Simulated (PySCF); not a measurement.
## O₂⁺ at UHF

Level: UHF. PySCF, no relativity, basis sets O 6-31G(d,p).

| Quantity | Value |
| --- | --- |
| state | ²Πg (doublet), unpaired electrons π ↑ |
| bond length | 1.075 Å |
| harmonic wavenumber | 2507 cm⁻¹ |
| force constant | 29.6 mdyn/Å |
| rotational constant Be | 1.825 cm⁻¹ |
| anharmonicity ωexe | 11.9 cm⁻¹ |
| vibration–rotation constant αe | 0.0134 cm⁻¹ |
| well depth De to O⁺ + O | 1.01 eV |
| dissociation energy D0 | 0.85 eV |
| bond order (Mayer) | 2.26 |

Hartree–Fock leaves out correlation, which carries a large part of most bond energies and some tenths to 1 eV of ionisation energies. The state is the lowest determinant that a PBE0 search found; another state may lie lower at other levels.
